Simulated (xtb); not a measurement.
NO, doublet, at a GFN2-xTB geometry of the parent state (the spin is typed, not shown lowest); GFN1-xTB in xtb.

Input for xtb:
```
$ xtb mol.xyz --gfn 1 --chrg 0 --uhf 1 --json

# file mol.xyz
2

N     -0.00000000    -0.00000000    -0.69049269
O      0.00000000     0.00000000     0.60418110
```

**Question.** Predict the main parts of the log of this xtb run.

**Answer.** 
```
   ID    Z sym.   atoms
    1    7 N      1
    2    8 O      2

           -------------------------------------------------
          |                Calculation Setup                |
           -------------------------------------------------

           -------------------------------------------------
          |                 G F N 1 - x T B                 |
           -------------------------------------------------

          ...................................................
          :                      SETUP                      :
          :.................................................:
          :  # basis functions                   8          :
          :  # atomic orbitals                   8          :
          :  # shells                            4          :
          :  # electrons                        11          :
          :  # halogen bonds                     0          :
          :  max. iterations                   250          :
          :  Hamiltonian                  GFN1-xTB          :
          :  restarted?                      false          :
          :  GBSA solvation                  false          :
          :  PC potential                    false          :
          :  electronic temp.          300.0000000     K    :
          :  accuracy                    1.0000000          :
          :  -> integral cutoff          0.2500000E+02      :
          :  -> integral neglect         0.1000000E-07      :
          :  -> SCF convergence          0.1000000E-05 Eh   :
          :  -> wf. convergence          0.2000000E-04 e    :
          :  Broyden damping             0.4000000          :
          :  net charge                          0          :
          :  unpaired electrons                  1          :
          ...................................................

 iter      E             dE          RMSdq      gap      omega  full diag
   1     -7.5860368 -0.758604E+01  0.898E+00    0.00       0.0  T
   2     -7.6613342 -0.752974E-01  0.564E+00    0.00       1.0  T
   3     -7.7132594 -0.519252E-01  0.172E+00    0.00       1.0  T
   4     -7.7107586  0.250076E-02  0.159E+00    0.00       1.0  T
   5     -7.7155647 -0.480607E-02  0.586E-02    0.00       1.2  T
   6     -7.7155706 -0.584018E-05  0.140E-02    0.00       5.0  T
   7     -7.7155709 -0.320283E-06  0.146E-03    0.00      48.5  T
   8     -7.7155709 -0.349729E-08  0.361E-07    0.00  100000.0  T
   9     -7.7155709  0.532907E-14  0.372E-10    0.00  100000.0  T

   *** convergence criteria satisfied after 9 iterations ***

         :::::::::::::::::::::::::::::::::::::::::::::::::::::
         ::                     SUMMARY                     ::
         :::::::::::::::::::::::::::::::::::::::::::::::::::::
         :: total energy              -7.706306872190 Eh    ::
         :: gradient norm              0.259503052454 Eh/a0 ::
         :: HOMO-LUMO gap              0.000000000000 eV    ::
         ::.................................................::
         :: SCC energy                -7.715570875304 Eh    ::
         :: -> electrostatic           0.011515449243 Eh    ::
         :: repulsion energy           0.009388895983 Eh    ::
         :: dispersion energy         -0.000124892869 Eh    ::
         :: halogen bond corr.         0.000000000000 Eh    ::
         :: add. restraining           0.000000000000 Eh    ::
         :: total charge              -0.000000000000 e     ::
         :::::::::::::::::::::::::::::::::::::::::::::::::::::

           -------------------------------------------------
          |                Property Printout                |
           -------------------------------------------------

    * Orbital Energies and Occupations

         #    Occupation            Energy/Eh            Energy/eV
      -------------------------------------------------------------
         1        2.0000           -0.8827055             -24.0196
         2        2.0000           -0.7533863             -20.5007
         3        2.0000           -0.6368350             -17.3292
         4        2.0000           -0.6368350             -17.3292
         5        2.0000           -0.6169134             -16.7871
         6        0.5000           -0.4337345             -11.8025 (HOMO)
         7        0.5000           -0.4337345             -11.8025 (LUMO)
         8                          0.1136882               3.0936
      -------------------------------------------------------------
                  HL-Gap            0.0000000 Eh            0.0000 eV
             Fermi-level           -0.4795292 Eh          -13.0487 eV

  Mulliken/CM5 charges         n(s)   n(p)   n(d)
     1N     0.22636  0.18669   1.776  2.998  0.000
     2O    -0.22636 -0.18669   1.806  4.421  0.000

Wiberg/Mayer (AO) data.
largest (>0.10) Wiberg bond orders for each atom

 ---------------------------------------------------------------------------
     #   Z sym  total        # sym  WBO       # sym  WBO       # sym  WBO
 ---------------------------------------------------------------------------
     1   7 N    2.026 --     2 O    2.026
     2   8 O    2.026 --     1 N    2.026
 ---------------------------------------------------------------------------

Topologies differ in total number of bonds
Writing topology from bond orders to xtbtopo.mol

 dipole moment from electron density (au)
     X       Y       Z
  -0.0000   0.0000  -0.4035  total (Debye):    1.025

           -------------------------------------------------
          | TOTAL ENERGY               -7.706306872190 Eh   |
          | GRADIENT NORM               0.259503052454 Eh/α |
          | HOMO-LUMO GAP               0.000000000000 eV   |
           -------------------------------------------------

normal termination of xtb
```
